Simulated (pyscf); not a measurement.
Addition across a multiple bond or ene-type step: O=Ru(=O)(=O)=O (SMILES [O]=[Ru](=[O])(=[O])=[O]) + HF (SMILES F) -> O=Ru(=O)(=O)(OH)–F (SMILES [O]=[Ru](=[O])(=[O])([OH])[F])

Gas phase, singlet surface, charge 0. Bonds broken: F6–H7. Bonds formed: Ru2–F6, O5–H7. Optimised with ωB97X-D3(BJ)/def2-SVP in PySCF.

Transition state (Å):

```xyz
7

O     -0.3742    -0.1034     1.5540
Ru    -1.0310    -0.3040     0.0608
O     -1.5627    -1.8662     0.0249
O     -2.3774     0.6174    -0.1367
O      0.0922    -0.4401    -1.3288
F     -0.0027     1.5449    -0.3703
H      0.3642     0.6239    -1.1978
```

One imaginary mode, 827i cm⁻¹; descent along it reached the two sides named.

| bond | change | reactant side (Å) | saddle | product side |
|---|---|---|---|---|
| F6–H7 | breaks | 0.928 | 1.291 | 1.847 |
| Ru2–F6 | forms | 2.9 | 2.159 | 1.947 |
| O5–H7 | forms | 2.126 | 1.106 | 0.977 |

Electronic energies relative to the separated reactants (kJ/mol):

```
level                   barrier  reaction energy  reverse barrier
----------------------  -------  ---------------  ---------------
ωB97X-D3(BJ)/def2-TZVP    108.0            +79.4             28.6
PBE/def2-TZVP              87.5            +68.4             19.1
r²SCAN/def2-TZVP           84.1            +58.8             25.3
B3LYP-D3(BJ)/def2-TZVP    102.9            +75.2             27.7
PBE0-D3(BJ)/def2-TZVP     101.6            +77.4             24.2
M06-2X/def2-TZVP          110.6            +86.7             23.9
ωB97M-D3(BJ)/def2-TZVP    109.4            +81.4             28.0
```

With ωB97M-D3(BJ)/def2-TZVP energies and thermal terms (ideal gas, 1 atm, RRHO with modes under 100 cm⁻¹ raised to 100, one conformer, R ln 2 for chiral ones without a mode under 150 cm⁻¹), in kJ/mol:

```tsv
T (K)	ΔH‡	ΔG‡	ΔH	ΔG
298	105.1	143.6	+88.8	+125.2
600	103.7	183.3	+89.8	+161.9
900	104.4	223.0	+92.5	+197.4
1200	106.0	262.3	+95.8	+231.9
```

This is the saddle that the search found; another between the same sides may lie lower. One closed-shell reference is unstable to symmetry breaking; treat the single-reference values with care. Elements past Kr carry the def2 core potentials, without spin-orbit coupling.
